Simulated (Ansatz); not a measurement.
# SiP+ (singlet): wave-function methods side by side at distance Si1–P2 = 2.756 Å, cc-pVDZ

An exercise on one series of results from a longer session: the logs are not shown, and one member is left open.

Method: cc-pVDZ, core rule «outside noble gas», up to 10 orbitals frozen; program: Ansatz 0.2.0, Gaussian basis.

Plan: UHF; CCSD(T) on RHF; CCSD(T) on UHF; BCCD(T) on RHF; CISD; CCSDT(Q) on RHF; CCSDT(Q) on UHF; CCSDTQ on RHF; CCSDTQ on UHF; CASSCF and MRCISD+Q, 2 electrons in 2 orbitals; CASSCF and NEVPT2, 2 electrons in 2 orbitals; CASSCF and MRCISD+Q, 8 electrons in 8 orbitals; CASSCF and NEVPT2, 8 electrons in 8 orbitals; Full CI.

2 further runs of the same task are left out: 1 for a known fault of the program, 1 that didn't finish. Runs told in other sessions of the task aren't counted.

## The geometry

The geometry derives from a PBE0/def2-TZVP stationary point (not a proven minimum). One bond is set to the value named and the two fragments are kept rigid.

2 atoms, charge 1, spin multiplicity 1.

Atoms are counted from 1 here; the program's logs count them from 0.

No contacts short enough for the rule that draws bonds.

The first run:

Input file in.yaml:

```yaml
crystal:
  periodic: [false, false, false]
  atoms:
    - {symbol: Si, position_ang: [0.000000, 0.000000, 0.000000]}
    - {symbol: P, position_ang: [0.000000, 0.000000, 2.756000]}
basis:
  gaussian: {orbitals: cc-pVDZ}
total_charge: 1
magnetization: {spin_polarized: true, initial_magnetization: 0}
hamiltonian: {xc: hf}
output: {orbitals: {seedname: orbitals}}
```

Run with:

```bash
$ ansatz run in.yaml --threads 1 --pin off --events-out ev --progress --plain --max-ram 3968MiB --backend cpu
```

Steps of the session up to this table: UHF; CCSD(T) on RHF; CCSD(T) on UHF; BCCD(T) on RHF; CISD; CCSDT(Q) on RHF; CCSDT(Q) on UHF; CCSDTQ on RHF; CCSDTQ on UHF; CASSCF and MRCISD+Q, 2 electrons in 2 orbitals; CASSCF and NEVPT2, 2 electrons in 2 orbitals; CASSCF and MRCISD+Q, 8 electrons in 8 orbitals; CASSCF and NEVPT2, 8 electrons in 8 orbitals; Full CI.

One of the session's tables, all rows but one given; the rest of the session is left out.

It belongs to the step «Misses and costs». 

| method | from FCI (kcal/mol) |
| --- | --- |
| RHF | +137.75 |
| RMP2 | +44.06 |
| CISD | +27.82 |
| RCCSD | +14.98 |
| RCCSD(T) | +5.55 |
| BCCD(T) | +6.13 |
| RCCSDT | +3.16 |
| RCCSDT(Q) | -0.01 |
| RCCSDTQ | ? |
| FCI | 0 |

Q: Estimate the row for RCCSDTQ from the others.

As computed: from FCI (kcal/mol): +0.21. In the column «from FCI (kcal/mol)» it lies between FCI (0) and RCCSDT (+3.16).

Limits of these values: The report flags that the cluster equations may have other roots. Left out of the table: CASSCF pair, NEVPT2 pair, MRCISD pair, MRCISD+Q pair, CASSCF valence, NEVPT2 valence, MRCISD valence, MRCISD+Q valence (the active space lost an orbital or holds another state than full CI finds). Left out of the table: UHF, UMP2, UCCSD, UCCSD(T), UCCSDT, UCCSDT(Q), UCCSDTQ (another determinant or state than the rows shown). The program flags RCCSDTQ as in doubt, so those rows may rest on another solution. Warnings in the runs' records: passed over end.
